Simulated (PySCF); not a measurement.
**SO2H: structure of the doublet**

Where does doublet SO2H go from a trigonal pyramidal start, is the end point a minimum, and what are its modes, charges and moments?

Computed with PySCF 2.14.0. Level: PBE0, basis S def2-TZVP, O def2-TZVP, H def2-TZVP, no relativity, density fitting.

### 1 Where the work starts

4 atoms, charge 0, spin multiplicity 2.

Bond lengths: S1–O2 1.510 Å, S1–O3 1.510 Å, S1–H4 1.350 Å. Angles: O2–S1–O3 99.8°, O2–S1–H4 99.8°, O3–S1–H4 99.8°.

```xyz
4
charge 0 multiplicity 2
S     0.0000    0.0000    0.0000
O    -0.6666    1.1546    0.7089
O    -0.6666   -1.1546    0.7089
H     1.1920    0.0000    0.6338
```

### 2 Finding the electronic state

One driver script runs all steps and calls PySCF; scf.py shows how it sets up the SCF of each step. The optimiser is the driver's own. After this first run the driver tries any further starts and a stability analysis.

scf.py reads:

```python
from pyscf import gto, scf, dft
mol = gto.M(atom='''
S      0.000000     0.000000     0.000000
O     -0.666600     1.154600     0.708900
O     -0.666600    -1.154600     0.708900
H      1.192000     0.000000     0.633800''',
    basis={'S': 'def2-TZVP', 'O': 'def2-TZVP', 'H': 'def2-TZVP'},
    charge=0, spin=1)
mf = dft.UKS(mol, xc='PBE0')
mf.grids.atom_grid = (50, 194)
aux = {'S': 'def2-universal-JKFIT', 'O': 'def2-universal-JKFIT', 'H': 'def2-universal-JKFIT'}
mf = mf.density_fit(auxbasis=aux)
mf.conv_tol = 1e-08
mf.diis_space = 10
mf.max_cycle = 60
mf.init_guess = 'minao'
mf.verbose = 4
mf.kernel()
```

Run with:

```console
$ OMP_NUM_THREADS=4 python axn.py task.json out
```

The program printed:

```text
init E= -549.475278580718
[... the frontier-level lines of each cycle are left out ...]
cycle= 1 E= -548.651170503868  delta_E= 0.824  |g|= 0.796  |ddm|= 1.39
cycle= 2 E= -546.984933487675  delta_E= 1.67  |g|= 2.13  |ddm|= 1.89
cycle= 3 E= -548.913013893455  delta_E= -1.93  |g|= 0.0733  |ddm|=  1.6
cycle= 4 E= -548.915594925889  delta_E= -0.00258  |g|= 0.053  |ddm|= 0.0952
cycle= 5 E= -548.91702212486  delta_E= -0.00143  |g|= 0.0146  |ddm|= 0.0368
cycle= 6 E= -548.917215565656  delta_E= -0.000193  |g|= 0.00504  |ddm|= 0.019
cycle= 7 E= -548.917247318154  delta_E= -3.18e-05  |g|= 0.00178  |ddm|= 0.00867
cycle= 8 E= -548.917252708024  delta_E= -5.39e-06  |g|= 0.000846  |ddm|= 0.00368
cycle= 9 E= -548.917254322425  delta_E= -1.61e-06  |g|= 0.000318  |ddm|= 0.00222
cycle= 10 E= -548.917254731307  delta_E= -4.09e-07  |g|= 0.000128  |ddm|= 0.00137
cycle= 11 E= -548.917254784186  delta_E= -5.29e-08  |g|= 4.7e-05  |ddm|= 0.000514
cycle= 12 E= -548.917254789247  delta_E= -5.06e-09  |g|= 1.44e-05  |ddm|= 0.000153
Extra cycle  E= -548.917254789543  delta_E= -2.96e-10  |g|= 8.91e-06  |ddm|= 2.55e-05
converged SCF energy = -548.917254789543  <S^2> = 0.76204172  2S+1 = 2.0120057
```

This step, with its further starts and checks, needed 6.5 s of wall time on 4 threads of Arm Neoverse V1, shared host.

No lower solution of this spin turned up in the test of internal stability.

### 3 Relaxing the doublet from the trigonal pyramidal start

The program finds Cs symmetry in the start, which this walk keeps.

Edit scf.py of step 2 so:

```diff
@@ -3,4 +3,4 @@
-S      0.000000     0.000000     0.000000
-O     -0.666600     1.154600     0.708900
-O     -0.666600    -1.154600     0.708900
-H      1.192000     0.000000     0.633800''',
+S      0.309730     0.000000    -0.358880
+O     -0.356870     1.154600     0.350020
+O     -0.356870    -1.154600     0.350020
+H      1.501730     0.000000     0.274920''',
@@ -16 +15,0 @@
-mf.init_guess = 'minao'
```

The optimiser's trace:

```tsv
step	energy (Eh)	change (kJ/mol)	largest symmetric gradient (Eh/bohr)
0	-548.917255	0.00	0.09988
1	-548.954493	-97.77	0.03121
2	-548.956092	-101.97	0.01437
3	-548.956432	-102.86	0.00226
4	-548.956464	-102.94	0.00129
5	-548.956468	-102.95	0.00023
6	-548.956468	-102.96	0.00003
```

The walk took 8.2 s.

Positions (Å) and forces (eV/Å) along the way:

```
step 0
S    0.310   0.000  -0.359  -4.319   0.000   5.136
O   -0.357   1.155   0.350   1.661   0.688  -2.451
O   -0.357  -1.155   0.350   1.661  -0.688  -2.451
H    1.502   0.000   0.275   0.996   0.000  -0.234
step 1
S    0.218   0.000  -0.205  -0.835   0.000   1.605
O   -0.324   1.278   0.284   0.450  -0.904  -0.679
O   -0.324  -1.278   0.284   0.450   0.904  -0.679
H    1.527   0.000   0.254  -0.066   0.000  -0.248
step 3
S    0.215   0.000  -0.157  -0.074   0.000   0.028
O   -0.330   1.274   0.266   0.092  -0.116  -0.019
O   -0.330  -1.274   0.266   0.092   0.116  -0.019
H    1.542   0.000   0.241  -0.110   0.000   0.010
step 6
S    0.213   0.000  -0.160   0.002   0.000   0.001
O   -0.325   1.273   0.267   0.000   0.000   0.000
O   -0.325  -1.273   0.267   0.000   0.000   0.000
H    1.534   0.000   0.242  -0.002   0.000  -0.001
```

After 6 steps and 103.0 kJ/mol it ends at Cs: S–H 1.381 Å, S–O 1.447 Å (×2); H–S–O 105.6° (×2), O–S–O 123.3°.

### 4 Frequencies

On the finer grid the gradient is checked again; gradients at displacements of ±0.02 bohr then give force constants and infrared intensities.

Edit scf.py of step 3 so:

```diff
@@ -3,4 +3,4 @@
-S      0.309730     0.000000    -0.358880
-O     -0.356870     1.154600     0.350020
-O     -0.356870    -1.154600     0.350020
-H      1.501730     0.000000     0.274920''',
+S      0.244697     0.000000    -0.217091
+O     -0.293787     1.273109     0.210889
+O     -0.293787    -1.273109     0.210889
+H      1.565397     0.000000     0.185465''',
@@ -10 +10 @@
-mf.grids.atom_grid = (50, 194)
+mf.grids.atom_grid = (75, 302)
@@ -13 +13 @@
-mf.conv_tol = 1e-08
+mf.conv_tol = 1e-10
```

This SCF starts from the last density.

SCF at the final geometry:

```text
init E= -548.956477081836
[... the frontier-level lines of each cycle are left out ...]
cycle= 1 E= -548.956477081746  delta_E= 9.03e-11  |g|= 1.7e-05  |ddm|= 1.24e-05
cycle= 2 E= -548.956477081146  delta_E= 6e-10  |g|= 4.34e-05  |ddm|= 3.15e-05
cycle= 3 E= -548.956477081858  delta_E= -7.12e-10  |g|= 1.4e-07  |ddm|= 2.26e-05
cycle= 4 E= -548.956477081859  delta_E= -1.36e-12  |g|= 6.75e-08  |ddm|= 1.3e-07
Extra cycle  E= -548.95647708186  delta_E= -1.36e-12  |g|= 1.09e-07  |ddm|= 1.15e-07
converged SCF energy = -548.95647708186  <S^2> = 0.75672337  2S+1 = 2.0067121
```

The whole step took 92 s.

Geometry: Cs; S–H 1.381 Å, S–O 1.447 Å (×2); H–S–O 105.6° (×2), O–S–O 123.2°.

Modes, for the most abundant isotopes:

| symmetry | ω (cm⁻¹) | IR (km/mol) | type |
| --- | --- | --- | --- |
| a' | 472 | 23.7 | bend |
| a' | 823 | 9.0 | bend |
| a'' | 999 | 0.6 | bend |
| a' | 1121 | 44.3 | stretch |
| a'' | 1341 | 139 | stretch |
| a' | 2335 | 38.1 | stretch |

Every mode is real; the point is a minimum.

Constants and moments:

| Item | Value |
| --- | --- |
| Dipole moment | 2.55 D |
| Highest occupied level | -7.93 eV |
| Lowest empty level | -4.10 eV |
| Rotational constants | 1.668, 0.3185, 0.2769 cm⁻¹ |
| Zero-point energy | 42.4 kJ/mol |
| Principal polarisabilities | 17.4, 24.6, 33.4 bohr³ |
| Atomisation energy without zero-point energy | 1167 kJ/mol |
| Principal traceless quadrupole moments about the centre of mass | -6.76, 2.00, 4.76 D Å |
| Entropy at 298.15 K and 1 bar (electronic part: spin only) | 263.0 J/(mol K) |
| Heat capacity Cp at 298.15 K | 44.6 J/(mol K) |
| Enthalpy at 298.15 K above 0 K | 10.93 kJ/mol |
| Rotational symmetry number | 1 |
| Spin squared ⟨S²⟩ | 0.757 |

Charges (e) and bond orders:

```json
{"atom": "S1", "Mulliken": "0.58", "Löwdin": "0.52", "polar tensor": "1.06", "spin (Mulliken)": "0.34", "Mayer order to S1": "–"}
{"atom": "O2,3", "Mulliken": "-0.36", "Löwdin": "-0.28", "polar tensor": "-0.53", "spin (Mulliken)": "0.26", "Mayer order to S1": "1.85"}
{"atom": "H4", "Mulliken": "0.14", "Löwdin": "0.04", "polar tensor": "0.01", "spin (Mulliken)": "0.14", "Mayer order to S1": "0.83"}
```

Mulliken populations on S1: s 5.60, p 8.96, d 0.79, f 0.07.

### 5 What came out

| quantity | value |
| --- | --- |
| minimum | doublet, Cs |
| geometry | S–H 1.381 Å, S–O 1.447 Å (×2); H–S–O 105.6° (×2), O–S–O 123.2° |
| wavenumbers (cm⁻¹) | 472 (a'), 823 (a'), 999 (a''), 1121 (a'), 1341 (a''), 2335 (a') |
| dipole moment | 2.55 D |
| highest occupied, lowest empty level (either spin) | -7.93, -4.10 eV |
| polar-tensor charge of S1 | +1.06 e |
| zero-point energy | 42.4 kJ/mol |
| entropy at 298.15 K | 263.0 J/(mol K) |
| atomisation energy (no zero-point energy) | 1167 kJ/mol |
| ⟨S²⟩ | 0.757 |

**Reading.** The trigonal pyramidal start keeps its Cs symmetry and ends in a minimum. The strongest infrared band lies at 1341 cm⁻¹ (a'', stretch). Only this shape and spin were tried, so other structures or states may lie lower.

The search up to here took 1.8 min.
